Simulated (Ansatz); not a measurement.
# CClF2 (chlorodifluoromethyl radical): methods side by side

CClF2 has 4 atoms, charge 0, and is taken as a doublet. SMILES: `F[C](F)Cl`. Geometry: relaxed at PBE0-D4/def2-TZVP.

| atom | x (Å) | y (Å) | z (Å) |
| --- | --- | --- | --- |
| F | 0.0262 | 0.1693 | 1.2946 |
| C | -0.2306 | -0.1902 | 0.0564 |
| F | 0.5730 | -1.1607 | -0.3186 |
| Cl | -0.3130 | 1.1212 | -1.0527 |

Quantity: the energy change with the C2–Cl4 bond stretched from 1.719 to 3.439 Å, in eV. The values are calculated.

| level | kind | program | value (eV) | CPU time (all runs) |
| --- | --- | --- | --- | --- |
| UHF/STO-3G | Hartree–Fock | Ansatz | 1.84 | 0.62 s |
| USVWN5/STO-3G | LDA | Ansatz | 2.46 | 3.1 s |
| U-revPBE/STO-3G | GGA | Ansatz | 1.62 | 4.8 s |
| UBLYP/STO-3G | GGA | Ansatz | 1.51 | 4.7 s |
| UPBE/STO-3G | GGA | Ansatz | 1.85 | 5.2 s |
| U-r2SCAN/STO-3G | meta-GGA | Ansatz | 1.99 | 13 s |
| U-r2SCAN0/STO-3G | hybrid meta-GGA | Ansatz | 2.35 | 12 s |
| UB3LYP/STO-3G | global hybrid | Ansatz | 1.93 | 4.3 s |
| UBHLYP/STO-3G | global hybrid | Ansatz | 2.23 | 5 s |
| UPBE0/STO-3G | global hybrid | Ansatz | 2.29 | 4.3 s |

The first shape isn't each level's own minimum. The values span 1.51 to 2.46 eV. Spin contamination of the reference (⟨S²⟩ at least 0.1 too high) touches UHF/STO-3G. All rows use very small basis sets, so even the best lies far from the true value. Times are those of the runs behind each value, whatever else they computed, on shared processors of several kinds: orders of magnitude only.
